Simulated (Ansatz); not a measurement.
One geometry of C₂H₄ClF, SMILES `FCCCl`, several functionals.

```yaml
crystal:
  periodic: [false, false, false]
  atoms:
    - {symbol: F, position_ang: [-1.369092, 0.938245, -0.585601]}
    - {symbol: C, position_ang: [-0.231065, 0.727170, 0.157513]}
    - {symbol: C, position_ang: [0.379582, -0.605212, -0.167141]}
    - {symbol: Cl, position_ang: [-0.632232, -1.959754, 0.382609]}
    - {symbol: H, position_ang: [0.486765, 1.518307, -0.088587]}
    - {symbol: H, position_ang: [-0.494798, 0.792905, 1.216404]}
    - {symbol: H, position_ang: [0.513771, -0.715061, -1.242940]}
    - {symbol: H, position_ang: [1.347069, -0.696601, 0.327752]}
basis:
  gaussian: {orbitals: def2-TZVPP}
hamiltonian: {xc: r2scan, dispersion: d4}
output: {forces: true, orbitals: {seedname: orbitals}}
```

```sh
$ ansatz run in.yaml --threads 2 --pin off --events-out ev --progress --plain --max-ram 32768MiB --backend cpu
```

Shortened log:

```
Functional definition: r2SCAN
1046 factors; their error is unknown
mean field evaluation 1: about -17372.2162 eV, gradient 5.0e1 eV
mean field evaluation 2: about -17366.3919 eV, gradient 6.8e1 eV
mean field evaluation 4: about -17377.8541 eV, gradient 3.2e0 eV
mean field evaluation 8: about -17377.8769 eV, gradient 9.1e-2 eV
mean field evaluation 16: about -17377.8432 eV, gradient 2.4e-4 eV
mean field -17377.84319039 eV, -638.6239581217 hartree, gradient 5.6e-5 eV, S^2 0.000000; 0 other end points of the search recorded, 0 dependent functions left out
reference -17377.84319955 eV, -638.6239584584 hartree; 21, 21 occupied and 170, 170 virtual orbitals, 1046 factors
Total energy: -17377.87343986 eV, -638.6250697691 hartree
Atom 0 at    -1.369092     0.938245    -0.585601 Å, force    -0.290822     0.031665    -0.188342 eV/Å
Atom 1 at    -0.231065     0.727170     0.157513 Å, force     0.250882     0.027342     0.223401 eV/Å
Atom 2 at     0.379582    -0.605212    -0.167141 Å, force     0.206835     0.116482    -0.110439 eV/Å
Atom 3 at    -0.632232    -1.959754     0.382609 Å, force    -0.165333    -0.190740     0.076515 eV/Å
Atom 4 at     0.486765     1.518307    -0.088587 Å, force     0.009985     0.004813    -0.007002 eV/Å
Atom 5 at    -0.494798     0.792905     1.216404 Å, force    -0.003867     0.001258     0.002301 eV/Å
Atom 6 at     0.513771    -0.715061    -1.242940 Å, force    -0.002976     0.003986     0.009164 eV/Å
Atom 7 at     1.347069    -0.696601     0.327752 Å, force    -0.004704     0.005195    -0.005597 eV/Å
Dipole moment:     0.499406     0.234888     0.060563 e Å
```

Run time 3.8 s (2 threads of an AMD EPYC 7R13 on a shared host); peak host memory 0.25 GiB.

With the line `hamiltonian: {xc: pbe0, dispersion: d4}` and no forces (abridged; 2.4 s):

```
Functional definition: PBE0
mean field evaluation 16: about -17371.8379 eV, gradient 2.8e-5 eV
mean field -17371.83793039 eV, -638.4032688872 hartree, gradient 2.8e-5 eV, S^2 0.000000
Total energy: -17371.94306371 eV, -638.4071324654 hartree
```

With the line `hamiltonian: {xc: {name: B2PLYP}}` and no forces (abridged; 4.5 s):

```
Functional definition: B2PLYP
mean field evaluation 16: about -17367.2437 eV, gradient 1.9e-5 eV
mean field -17367.24370992 eV, -638.2344343991 hartree, gradient 6.2e-6 eV, S^2 0.000000
8 core orbitals not correlated: weight in the atoms' cores, before any rotation towards them, 1.000 or more for the frozen orbitals, at most 0.000 for the correlated occupied ones
second order -25.54763956 eV of doubles, -0.00000000 eV of singles
Total energy: -17374.14171936 eV, -638.4879315701 hartree
```
